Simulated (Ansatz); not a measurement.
**How far each method lies from full CI for NH⁺, doublet**

Geometry: that of the NH, singlet, kept fixed.

```xyz
2

N     0.0000    0.0000    0.0000
H     0.0000    0.0000    1.0385
```

Basis aug-cc-pVDZ; Ansatz 0.2.0. Only valence electrons are correlated (noble-gas cores frozen), which leaves 5 electrons in 31 orbitals. R marks a restricted (for open shells ROHF) determinant, U an unrestricted one. Active spaces: valence = (5e, 5o) chosen from the atoms' valence shells.

Full CI is exact within this basis and frozen core; it isn't the basis-set limit. The frozen core follows each run's orbitals, which can shift R against U totals by a few meV.

For open shells CISD is restricted-active-space CI with the open shells as a complete middle space.

The UHF ⟨S²⟩ is 1.214, the T1 diagnostic (RCCSD) is 0.0156 and the largest doubles amplitude (RCCSD) is 0.097.

| level | E − E(full CI) (kJ/mol) | share of correlation (%) | wall time |
| --- | --- | --- | --- |
| RHF | 318.2 | 0.00 | – |
| RMP2 | 77.7 | 75.57 | – |
| CISD | 13.2 | 95.85 | 0.45 s |
| RCCSD | 6.6 | 97.91 | – |
| RCCSD(T) | 1.5 | 99.53 | 0.66 s |
| BCCD(T) | 1.5 | 99.52 | 0.45 s |
| RCCSDT | 0.2 | 99.93 | – |
| RCCSDT(Q) | 0.0 | 99.99 | 2.2 s |
| CASSCF (valence space) | 193.7 | 39.12 | – |
| NEVPT2 (valence space) | 43.8 | 86.23 | 0.21 s |
| MRCISD (valence space) | 5.4 | 98.30 | – |
| MRCISD+Q (valence space) | 0.7 | 99.77 | 0.42 s |

The correlation energy at full CI, counted from RHF, is -3.297 eV. That run took 4.4 s on 1 thread of Arm Neoverse V2, shared host over 522,431 determinants.

Run but not shown, since their state or frozen core can't be matched to the reference's or they repeat it: UHF, UMP2, UCCSD, UCCSD(T), UCCSDT, UCCSDT(Q).

Times hold each run's SCF and search for its determinant on a shared host, so for small cases they say little of a method's own cost; they ran on 1 thread of Arm Neoverse V2.

The full-CI state has the irrep B1 of C2v, in the program's axes (one component, if the state is degenerate).

Natural occupations of full CI about the gap: 1.964 1.926 0.993 0.059 0.024 0.007 0.006 0.005 0.004 0.004; effectively unpaired electrons, Σ n²(2−n)², 1.04.
